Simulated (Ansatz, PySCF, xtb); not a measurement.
Stepwise substitution at one centre (Al F-SiH3). All species are isolated molecules in the gas phase. Strings in code marks are SMILES.

Quantity: redistribution energy (mixed species minus the weighted end members), in kJ/mol.

Level 1: PBE-D3(BJ)/def2-TZVP // PBE0-D4/def2-TZVP (PySCF)
Level 2: PBE/6-31G* // PBE0-D4/def2-TZVP (PySCF)
Level 3: HF/cc-pVTZ // PBE0-D4/def2-TZVP (Ansatz, a quantum-chemistry and plane-wave program)
Level 4: GFN2-xTB (xtb)

```csv
species,level 1,level 2,level 3,level 4
1 of 3 F replaced by SiH3: `[F][Al]([F])[SiH3]`,-17.27,-27.83,-17.35,-104.1
2 of 3 F replaced by SiH3: `[SiH3][Al]([F])[SiH3]`,-5.34,-18.88,-6.59,-74.7
```
